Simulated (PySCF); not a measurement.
Structure with atom numbers: `[H]/[N:2]=[CH:3]\[C:4]#[N:5]`. Each H is labelled by its parent atom.

[PySCF 2.14: PBE0/pcSseg-1 with gauge-including orbitals; PBE0-D3(BJ)/def2-SVP geometry; J: B3LYP/pcJ-1; a single conformation; gas phase; non-relativistic Hamiltonian]

Q: Predict the 2D correlation tables (HSQC, COSY, HMBC).

A: 

HSQC (one-bond C–H):
```
          δH          δC  ¹J(C,H) (Hz)
7.45 (H(C3))  150.6 (C3)           207
```

HMBC (two and three bonds, |J| ≥ 2.5 Hz):
```
          δH  δC [abs. J in Hz]
7.45 (H(C3))  117.4 (C4) [20.1]
```

No COSY cross peaks are expected.

Referencing at the same level of theory: TMS for ¹H (σ = 31.27 ppm), ¹³C (σ = 184.41 ppm).

OH/NH shifts are gas-phase values; hydrogen bonding in solution moves them, usually downfield. Shifts are as computed. Against solution values, carbons near 30 ppm lie about +2 ppm off and those near 130 ppm about +5 ppm. Of 1211 compounds with measured shifts, 218 miss one by over three times the rms of a fit or turn the order of signals round; such compounds aren't used in these exercises.
